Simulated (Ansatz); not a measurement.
Input file:

```yaml
crystal:
  periodic: [false, false, false]
  atoms:
    - {symbol: B, position_ang: [0.000000, 0.000000, 0.000000]}
    - {symbol: H, position_ang: [0.414685, 0.812495, 0.810653]}
    - {symbol: H, position_ang: [-0.424327, -0.807694, 0.810461]}
    - {symbol: H, position_ang: [-0.412812, 0.808646, -0.815443]}
    - {symbol: H, position_ang: [0.422454, -0.813448, -0.805671]}
basis:
  gaussian: {orbitals: 6-31G}
magnetization: {spin_polarized: false, initial_magnetization: 1}
correlation: {method: fci, electrons: outside_noble_gas}
```

```sh
$ ansatz run in.yaml --threads 1 --pin off --events-out ev --progress --plain --max-ram 2393MiB
```

Output:

```
398 factors; integrals over basis functions are off by at most 6.1e-8 eV
mean field evaluation 1: about -730.2635 eV, gradient 9.2e0 eV
mean field evaluation 2: about -730.2636 eV, gradient 9.2e0 eV
mean field evaluation 4: about -730.5979 eV, gradient 1.8e-1 eV
mean field evaluation 8: about -730.5980 eV, gradient 9.5e-5 eV
mean field -730.59797607 eV, -26.8489804036 hartree, gradient 4.6e-7 eV, S^2 0.750000; 0 other end points of the search recorded, 0 dependent functions left out
mean field evaluation 16: about -730.6879 eV, gradient 2.5e-1 eV
1 core orbitals not correlated: weight in the atoms' cores, before any rotation towards them, 1.000 or more for the frozen orbitals, at most 0.000 for the correlated occupied ones
reference -730.59797607 eV, -26.8489804036 hartree; 4, 3 occupied and 12, 13 virtual orbitals, 398 factors
state -733.27625809 eV, -26.9474054522 hartree
Total energy: -733.27625809 eV, -26.9474054522 hartree
```

Natural occupations: 1.9741 1.9554 1.9554 1.0025 0.0296 0.0206 0.0185 0.0185 0.0062 0.0062 0.0047 0.0045 0.0011 0.0011 0.0007 0.0007.

Ran on 1 thread of AMD EPYC 9R45, shared host: 0.81 s wall, 0.11 GiB peak host memory.
